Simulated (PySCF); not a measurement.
PySCF input file for nitrogen (N2), SMILES N#N, PBE/pcJ-2. Coordinates come from a PBE0-D3(BJ)/def2-TZVPD optimisation.

```python
import numpy as np
from pyscf import gto, scf, dft
from pyscf.prop.ssc import rks as ssc

mol = gto.M(
    atom='''
    N     0.00000000    0.00000000   -0.54470154
    N     0.00000000    0.00000000    0.54470154
    ''',
    basis='pcJ-2',
    charge=0,
    spin=0,
    max_memory=1600,
    verbose=3,
)
mf = dft.RKS(mol, xc='pbe')
mf.grids.level = 3
mf.conv_tol = 1e-10
mf.max_cycle = 100
mf.kernel()
j = ssc.SSC(mf)
j.with_fcsd = True
j.max_cycle_cphf = 80
j.conv_tol = 1e-7
e11 = j.kernel()
```

Log of the run:

```
converged SCF energy = -109.454719161264
Reduced spin-spin coupling constant K (Hz)
               #0        #1
        0 N    0.00000
        1 N  -15.28643   0.00000
Spin-spin coupling constant J (Hz)
               #0        #1
        0 N    0.00000
        1 N   -2.49204   0.00000
```

The calculation finished and met its thresholds.

Cost: around 5 core-seconds (rough).
